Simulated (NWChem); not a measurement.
# disulfur (S2, triplet); SMILES S=S

All runs: NWChem. Spin-unrestricted. Medium grid unless said otherwise, to which SCAN and Minnesota functionals are sensitive. The geometry was optimised at B3LYP/6-31G* (spherical d), spin-unrestricted. No stability test was run on the SCF state.

Question: What does the run give for MN15/def2-SVP? Quantities: highest occupied level (eV); lowest empty minus highest occupied level, either spin (eV); <S²>.

Answer: 
- highest occupied level (eV): -7.50
- lowest empty minus highest occupied level, either spin (eV): 4.40
- <S²>: 2.00
